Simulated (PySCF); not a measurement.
methyl amine, CH5N, SMILES CN, point group Cs.

Force field and properties: B3LYP/pcSseg-1 (PySCF, grid level 2). Vibrational terms come from second-order perturbation theory with semi-diagonal cubic constants, by steps of ±0.6 along the normal coordinates of each isotopologue. The parent has the commonest isotopes.

Equilibrium geometry in the parent's principal axes a, b, c (Å):

```json
{"atom": "C1", "a": "-0.74", "b": "0.00", "c": "0.01"}
{"atom": "N2", "a": "0.72", "b": "0.00", "c": "-0.07"}
{"atom": "H3", "a": "-1.13", "b": "-0.88", "c": "-0.51"}
{"atom": "H4", "a": "-1.16", "b": "0.00", "c": "1.04"}
{"atom": "H5", "a": "-1.13", "b": "0.88", "c": "-0.51"}
{"atom": "H6", "a": "1.10", "b": "-0.81", "c": "0.41"}
{"atom": "H7", "a": "1.10", "b": "0.81", "c": "0.41"}
```

Ground-state constants (MHz). Parent: 101975.4, 22455.7, 21576.7. A species with one ²H: 85181.5, 20368.9, 20304.4.

Q: Which position carries the label?

A: Moments I = 505379/B are 4.9559, 22.5056, 23.4224 and 5.9330, 24.8114, 24.8901 u Å². With M = 31.0422 u and Δm = 1.0063 u, μ = MΔm/(M + Δm) = 0.9747 u. Kraitchman's equations give |a|, |b|, |c| = 1.166, 0.028, 1.038 Å. That is H4, whose equilibrium values are 1.159, 0.000, 1.036 Å.

Internal rotors are held in one well.
